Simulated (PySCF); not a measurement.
## Vibration and rotation of BH

RHF-CCSD(T) constants of BH, ¹Σ⁺ (singlet), closed shell (basis B pcseg-1, H pcseg-1; no relativity; PySCF 2.14; masses 11.0093 and 1.0078 u):

- ωe: 2424.1 cm⁻¹
- ωexe: 54.6 cm⁻¹
- Be: 11.937 cm⁻¹
- αe: 0.426 cm⁻¹
- De to B + H: 3.47 eV

Q: What force constant and bond length do these constants imply?

A: Reduced mass μred = 0.92330 u; k = 5.8918×10⁻⁷·μred·ωe² (u, cm⁻¹, mdyn/Å) = 3.20 mdyn/Å; Re = √(16.8576/(μred·Be)) (u, cm⁻¹, Å) = 1.237 Å.

Q: Estimate the centrifugal constant D from the Kratzer relation and find the Dunham coefficient a1.

A: D = 4Be³/ωe² = 0.00116 cm⁻¹; a1 = −1 − αeωe/(6Be²) = -2.21.

Measured values (Huber and Herzberg, Constants of Diatomic Molecules (1979)): ωe = 2366.9 cm⁻¹, ωexe = 49.395 cm⁻¹, Be = 12.021 cm⁻¹, αe = 0.412 cm⁻¹.

Correlated steps freeze 1 core orbital. Correlated levels converge slowly with the basis: in double zeta they bind strong bonds too weakly, by up to about 1 eV, and carry superposition errors of some tenths. Where the molecule has an RHF reference, its open-shell atoms are computed with UHF.
